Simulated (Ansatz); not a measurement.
AlBHSi+: where a starting geometry ends

The starting geometry of this gas-phase triplet was optimised with GFN2-xTB as a singlet.

```xyz
4

Al    0.7597   -0.0732    0.3580
B    -0.7377   -1.1224   -0.5016
Si   -0.2427   -0.2404   -2.0117
H     1.7537    0.4585    1.4781
```

Question: Predict what becomes of its bonds when it is optimised with B3LYP-D3(BJ)/def2-SVP.

Answer: A bond breaks, giving a structure given below by its coordinates. Contacts that open: Al1–Si3 (2.58 → 3.95 Å).

The energy falls by 0.64 eV over 12 steps:

```
step  E − E(last) (eV)
   1             0.637
   2             0.527
   3             0.491
   5             0.432
   6             0.343
   7             0.233
   8             0.133
  10             0.002
  11             0.000
  12             0.000
```

Final geometry (Å):

| atom | x (Å) | y (Å) | z (Å) |
| --- | --- | --- | --- |
| Al | 0.9535 | -0.0207 | 0.7473 |
| B | -0.0950 | -0.4324 | -0.9373 |
| Si | -1.0883 | -0.8221 | -2.5321 |
| H | 1.7628 | 0.2975 | 2.0448 |

No frequencies were run, so the end isn't proven a minimum. Open shells are spin-unrestricted. The triplet needn't be the ground state. Run with Ansatz 0.2.0, 30 s on 1 thread of Intel(R) Xeon(R) 6975P-C (Granite Rapids) (shared host).
